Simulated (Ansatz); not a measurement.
Consider the silylene loss: `[SiH3]BCl` → `BCl` + `[SiH2]`.

Isolated molecules relaxed with PBE0-D4/def2-TZVP in Ansatz; ΔE leaves out vibrations. CCSD(T)/CBS is extrapolated from def2-TZVPP and def2-QZVPP, frozen cores. DFT in def2-TZVPP.

```tsv
level	ΔE (eV)	difference from CCSD(T)/CBS
r2SCANh-D4	2.49	0.21
ωB97X-V	2.37	0.09
ωB97M-V	2.18	-0.10
PBE	2.32	0.04
CAM-B3LYP	2.21	-0.07
LC-ωPBE	2.46	0.18
MP2/def2-SVP	2.25	-0.03
CCSD/def2-TZVPP	2.13	-0.15
HF/def2-QZVPP	1.99	-0.29
CCSD/def2-QZVPP	2.18	-0.10
CCSD/CBS(def2)	2.22	-0.06
MP2/cc-pV(D+d)Z	2.24	-0.04
CCSD(T)/cc-pV(D+d)Z	2.07	-0.21
HF/cc-pV(T+d)Z	1.98	-0.30
HF/cc-pV(Q+d)Z	1.99	-0.29
MP2/cc-pV(Q+d)Z	2.36	0.08
CCSD(T)/CBS	2.28	0
```

Task: What do rigid-rotor, harmonic-oscillator terms from PBE0-D4/def2-TZVP frequencies (298.15 K, 1 bar) make of the CCSD(T)/CBS value? (Estimate.)

Result: Ansatz gave: ΔZPE = -0.13 eV, ΔH = +2.19 eV, ΔS = 131 J/(mol·K), ΔG = +1.78 eV. Modes under 50 cm⁻¹ make the entropy rough.

Largest T1 diagnostic among the species: 0.014.

Leaving LDA and LC-ωPBE aside and taking each functional with its dispersion term where it has one, the values, not all of them listed here, spread over 0.36 eV, from BLYP-D4 to r2SCAN-D4. LDA lies +0.35 eV from PBE without D4. The D4 term adds +0.10 eV with B3LYP and +0.06 eV with PBE0; it sums over pairs of atoms, weighted by their polarisabilities, and B3LYP, whose exchange is more repulsive, gets the larger term.

B3LYP here is the variant with VWN-RPA as its local correlation; programs differ in this.
